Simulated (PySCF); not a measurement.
Simulated C 1s region for `FCC/C=C/Cl`, binding energy against the vacuum level.

Every computed line was given a Gaussian of 0.4 eV full width at half maximum and an area set by the number of equivalent atoms; the highest printed point is 100. Computed, not measured: delta-SCF UKS SCAN, pcX-2 on the ionised atom, pcseg-1 elsewhere, spin-free X2C in PySCF.

binding energy (eV), intensity and a bar:
```
    290.2          1 
    290.3          6 ##
    290.4         20 ######
    290.5         48 ##############
    290.6         82 #########################
    290.7        100 ##############################
    290.8         86 ##########################
    290.9         55 ################
    291.0         33 ##########
    291.1         38 ###########
    291.2         66 ####################
    291.3         95 ############################
    291.4        100 ##############################
    291.5         82 #########################
    291.6         69 #####################
    291.7         79 ########################
    291.8         98 #############################
    291.9         98 #############################
    292.0         70 #####################
    292.1         36 ###########
    292.2         13 ####
    292.3          3 #
    292.4          1 
    292.5          0 
    292.6          0 
    292.7          1 
    292.8          6 ##
    292.9         19 ######
    293.0         47 ##############
    293.1         81 ########################
    293.2        100 ##############################
    293.3         87 ##########################
    293.4         53 ################
    293.5         23 #######
    293.6          7 ##
    293.7          2 
    293.8          0
```

Q: Count the maxima, the lines and the sites behind this envelope.

A: The curve has 4 maxima (at 290.7, 291.4, 291.8 and 293.2 eV). Under it lie 4 lines from 4 inequivalent carbon sites.

Q: Decompose the envelope and assign each component. Numbering: `[F:1][CH2:2][CH2:3]/[CH:4]=[CH:5]/[Cl:6]`.

A: 
```csv
position (eV),relative area,line,atoms,environment
290.71,1,C 1s,C4,alkene CH carbon
291.36,1,C 1s,C3,allylic carbon
291.86,1,C 1s,C5,vinylic C–Cl carbon
293.21,1,C 1s,C2,sp3 C–F carbon
```

The listed C 1s values span 2.50 eV, from C4 (bonded to C (double bond), C and H) to C2 (bonded to F, C and 2 H). Summing the Pauling electronegativity differences to the bonded atoms, each weighted by its formal bond order, gives -0.35 for the lowest site and +0.73 for the highest; no listed site has a larger sum than the highest. The smallest sum, -0.70, belongs to C3, 0.65 eV above the lowest.

No satellites, vibrations or lifetime broadening are included. Isolated species at its GFN2-xTB geometry (one conformer only).

The values belong to the conformer `[F:1][CH2:2][CH2:3]/[CH:4]=[CH:5]/[Cl:6]`: F1–C2–C3–C4 65°, C2–C3–C4–C5 121°.
